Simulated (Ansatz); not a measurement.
fcc Au was calculated with LDA (Ansatz, an electronic-structure program, PAW).

A relaxed, unreconstructed slab of the (100) face has 6 atoms, two equal faces of 8.191 Å² each and an energy of -77188.3332 eV. A bulk cell of 2 atoms with the same orientation and in-plane k mesh has -25729.9100 eV. Energies are extrapolated to zero smearing.

Numerical settings: plane-wave cutoff 500 eV, 20×20×1 k mesh (along the axes of the cell as run), Fermi–Dirac smearing 0.1 eV, scalar-relativistic PAW data made under PBE.

Worked out: γ = (E_slab − N E_bulk per atom)/2A = [-77188.3332 − 6 × (-25729.9100/2)]/(2 × 8.191) = 0.0853 eV/Å². With 16.022 J/m² per eV/Å² this is 1.37 J/m², or 0.70 eV per surface cell and face.
